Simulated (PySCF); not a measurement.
Magnetic susceptibility: `[H]/P=C(/F)C=C`, C3H4FP

Geometry (Å), atoms numbered from 1 in this order:
```xyz
9

C    -1.5822   -0.3064   -0.0084
C    -0.2853   -0.3555   -0.3501
C     0.7650    0.2528    0.4424
F     0.3168    0.8707    1.5383
P     2.4408    0.2755    0.1651
H    -1.9061    0.2054    0.9006
H    -2.3459   -0.7774   -0.6307
H     0.0356   -0.8689   -1.2598
H     2.3299   -0.4794   -1.0440
```

Method: GIAO OPBE/aug-pcSseg-1 magnetisability, rotational g tensor and spin-rotation constants, non-relativistic, gas phase in PySCF. Geometry: PBE0-D3(BJ)/def2-SVP.

Task: What are the magnetisability and the molar susceptibility?

Result: Isotropic -741 × 10⁻³⁰ J/T², or -44.6 × 10⁻⁶ cm³/mol; principal values -938, -708, -578 × 10⁻³⁰ J/T², anisotropy 316 × 10⁻³⁰ J/T² (root of half the summed squared differences of the principal values). The susceptibility is in cgs units.

Task: Split it along the inertial axes a, b, c into diamagnetic and paramagnetic parts about the centre of mass, with the quadrupole moment.

Result: 
| axis | χ (10⁻⁶ cm³/mol) | diamagnetic (10⁻⁶ cm³/mol) | paramagnetic (10⁻⁶ cm³/mol) | summed x² of all electrons (Å²) | quadrupole Θ (D Å) |
| --- | --- | --- | --- | --- | --- |
| a | -42.6 | -197.4 | 154.8 | 112.2 | +1.82 |
| b | -34.8 | -510.3 | 475.4 | 38.5 | +2.22 |
| c | -56.5 | -639.1 | 582.6 | 8.1 | -4.04 |

Anisotropies 2χaa − χbb − χcc = +6.1 and 2χbb − χaa − χcc = +29.4 × 10⁻⁶ cm³/mol. Θ is traceless in Buckingham's convention.

Task: And the rotational g tensor?

Result: 
```csv
axis,rotational constant (GHz),g,nuclear part,electronic part
a,8.9540,-0.0935,0.5575,-0.6511
b,2.6195,-0.0372,0.5478,-0.5851
c,2.0266,-0.0047,0.5500,-0.5547
```
Asymmetric top; isotopes 12C, 19F, 1H, 31P; no vibrational averaging.
